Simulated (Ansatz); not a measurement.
## Scan of [Br···H···GeH3], doublet

Starting geometry:

```tsv
atom	x (Å)	y (Å)	z (Å)
Br	-1.8661	0.0000	0.0000
H	-0.4455	0.0000	0.0000
Ge	1.9579	0.0000	0.0000
H	2.4266	-1.4659	0.0000
H	2.4266	0.7330	-1.2695
H	2.4266	0.7330	1.2695
```

From there atom H2 is moved from one fragment to the other while all else, the fragments' distance too, stays fixed, so the hump isn't the reaction's barrier; atoms are numbered as listed. Energies are in kcal/mol, counted from the starting geometry at the same level.

Basis cc-pVDZ; Ansatz 0.2.0. Correlated methods freeze the noble-gas cores and the filled d shells of p-block atoms. R marks a restricted (for open shells ROHF) determinant, U an unrestricted one. Active spaces: valence = (15e, 12o) chosen from the atoms' valence shells. No spin–orbit coupling is included, and no scalar relativity.

For open shells CISD is restricted-active-space CI with the open shells as a complete middle space. Runs in a small pair space aren't shown, since their orbitals change along the scan.

Full CI isn't at hand for all of this; UCCSDT(Q) serves as the reference, and is uncertain by the last step of the cluster series or more. The frozen core follows each run's orbitals, which can shift R against U totals by a few meV for light atoms and by up to 0.1 eV past Ca.

```json
{"distance Br1-H2 (Å)": "1.421", "UCCSDT(Q)": "0.0", "error CISD": "0.0", "error RCCSD": "0.0", "error RCCSD(T)": "0.0", "error UCCSDT": "0.0", "error RCCSDT(Q)": "0.0", "error MRCISD (valence space)": "0.0"}
{"distance Br1-H2 (Å)": "1.545", "UCCSDT(Q)": "1.6", "error CISD": "0.7", "error RCCSD": "0.2", "error RCCSD(T)": "0.0", "error UCCSDT": "0.0", "error RCCSDT(Q)": "0.0", "error MRCISD (valence space)": "0.1"}
{"distance Br1-H2 (Å)": "1.795", "UCCSDT(Q)": "9.2", "error CISD": "2.2", "error RCCSD": "0.7", "error RCCSD(T)": "0.1", "error UCCSDT": "0.1", "error RCCSDT(Q)": "0.0", "error MRCISD (valence space)": "0.2"}
{"distance Br1-H2 (Å)": "2.044", "UCCSDT(Q)": "5.9", "error CISD": "0.7", "error RCCSD": "0.0", "error RCCSD(T)": "0.0", "error UCCSDT": "0.0", "error RCCSDT(Q)": "0.0", "error MRCISD (valence space)": "0.1"}
{"distance Br1-H2 (Å)": "2.294", "UCCSDT(Q)": "0.9", "error CISD": "-1.1", "error RCCSD": "-0.6", "error RCCSD(T)": "-0.1", "error UCCSDT": "0.0", "error RCCSDT(Q)": "0.0", "error MRCISD (valence space)": "-0.2"}
```

Errors are those of relative energies. In total energy the starting point itself misses UCCSDT(Q) by: CISD 18.7, RCCSD 3.7, RCCSD(T) 0.8, UCCSDT 0.2, RCCSDT(Q) 0.1, MRCISD (valence space) 10.7 kcal/mol.

Spread of the error over the points with a reference, to 2.294 Å (largest less smallest): RCCSDT(Q) 0.0, UCCSDT 0.1, RCCSD(T) 0.2, MRCISD (valence space) 0.4, RCCSD 1.3, CISD 3.3 kcal/mol.
